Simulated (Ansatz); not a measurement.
Geometry optimisation, Ansatz, RKS PBE0-D4/def2-mTZVP.

The input (input.yaml):

```yaml
crystal:
  periodic: [false, false, false]
  atoms:
    - { symbol: C, position_ang: [-1.01, -0.5797, 0.4758] }
    - { symbol: C, position_ang: [0.141, 0.0708, -0.195] }
    - { symbol: "N", position_ang: [1.359, -0.2473, 0.291] }
    - { symbol: C, position_ang: [0.14, 0.8701, -1.2367] }
    - { symbol: S, position_ang: [-0.0277, 1.9518, -2.6713] }
    - { symbol: H, position_ang: [-1.1498, -0.1603, 1.4932] }
    - { symbol: H, position_ang: [-0.9459, -1.624, 0.4878] }
    - { symbol: H, position_ang: [-1.944, -0.2624, -0.0722] }
    - { symbol: H, position_ang: [2.1263, 0.4416, 0.1194] }
    - { symbol: H, position_ang: [1.3942, -0.5119, 1.3109] }
basis:
  gaussian: { orbitals: def2-mTZVP }
hamiltonian:
  xc: pbe0
  dispersion: d4
relax:
  f_tol: 0.02
  max_steps: 50
```

Run as:

```bash
$ ansatz run input.yaml --threads 2 --pin off --max-ram 3072MiB --backend cpu --events-out ev --progress --plain --runs-dir out
```

Task: Where does it end, and by what steps?

Result: The forces met the threshold. After 10 steps the energy has fallen by 1.293 eV; H10 moved furthest, 0.41 Å.

```tsv
step	energy less start (eV)	largest force component (eV/Å)	accepted
0	0.0000	4.930	yes
1	-1.0157	2.775	yes
2	-1.1713	2.846	yes
3	-1.2829	0.410	yes
4	-1.2281	1.651	no
5	-1.2854	0.512	yes
6	-1.2921	0.054	yes
7	-1.2925	0.030	yes
8	-1.2926	0.027	yes
9	-1.2926	0.022	yes
10	-1.2927	0.009	yes
```

```xyz
10
Properties=species:S:1:pos:R:3
C -1.052 -0.543 0.412
C 0.164 0.100 -0.176
N 1.404 -0.292 0.384
C 0.067 0.916 -1.199
S -0.035 1.835 -2.468
H -1.155 -0.278 1.470
H -0.963 -1.631 0.346
H -1.961 -0.231 -0.101
H 2.188 0.182 -0.048
H 1.428 -0.109 1.383
```

Whether the end is a true minimum wasn't checked by a vibrational analysis.

The run took 25 s on 2 threads of Intel(R) Xeon(R) Platinum 8488C (Sapphire Rapids), on a shared host, peak memory 0.27 GiB.
